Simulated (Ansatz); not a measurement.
`C[S][AlH2]`. Total charge 0; spin multiplicity 1. The geometry is a stationary point of PBE0-D4/def2-TZVP.

```xyz
8

C    -0.029    1.379   -0.097
S    -1.032    0.112    0.743
Al   -0.037   -1.728    0.175
H    -0.668    1.934   -0.783
H     0.796    0.935   -0.654
H     0.371    2.062    0.652
H     1.237   -1.613   -0.761
H    -0.638   -3.082    0.725
```

Task: What is the dipole moment at ωB97M-V/def2-TZVPP? (Estimate.)

Result: Computed: 1.39 D, with components (0.98, 0.63, -0.77) D in this frame, pointing from negative to positive charge.

Task: And with PBE, r2SCAN, B3LYP? (Estimate.)

Result: Ansatz gave: PBE 1.43 D, r2SCAN 1.50 D, B3LYP 1.41 D.

Task: Give the Mulliken charges with ωB97M-V, B3LYP, r2SCAN in def2-TZVPP. (An estimate is asked.)

Result: The calculation gave: 
```csv
atom,ωB97M-V,B3LYP,r2SCAN
C1,-0.32,-0.25,-0.12
S2,-0.19,-0.22,-0.24
Al3,0.33,0.39,0.44
H4,0.14,0.12,0.09
H5,0.13,0.11,0.08
H6,0.14,0.12,0.09
H7,-0.12,-0.15,-0.17
H8,-0.10,-0.13,-0.15
```

B3LYP here is the variant with VWN-RPA as its local correlation; programs differ in this.
